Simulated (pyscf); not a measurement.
Single points on ωB97X-D3(BJ)/def2-SVPD structures (PySCF, gas phase).

Problem. For the elementary gas-phase step CH₃⁻ + ethylene (H₂C=CH₂) → methane (CH₄) + HC⁻=CH₂ (singlet surface; C–H broken, C–H formed), what barrier and reaction energy does ωB97X-D3(BJ)/def2-TZVPD give, measured from the separated reactants?

Solution. ΔE‡ = 0.03 eV, ΔE = -0.51 eV. CCSD(T)/def2-TZVPPD + ΔMP2(QZVPPD) gives 0.07 eV and -0.49 eV. Zero-point energy shifts the barrier by -0.10 eV. It is a proton transfer, with an imaginary mode of 1401i cm⁻¹. On the reactant side the descent ends in a complex, 0.32 eV under the separated species and 0.35 eV under the saddle at ωB97X-D3(BJ)/def2-TZVPD. On the product side the descent ends in a complex, 0.19 eV under the separated species and 0.73 eV under the saddle at ωB97X-D3(BJ)/def2-TZVPD. One saddle was located; it need not be the lowest between these sides. The angle at the transferred H is 176°. The CCSD(T) − MP2 part came from Ansatz, without density fitting, on the same reference.
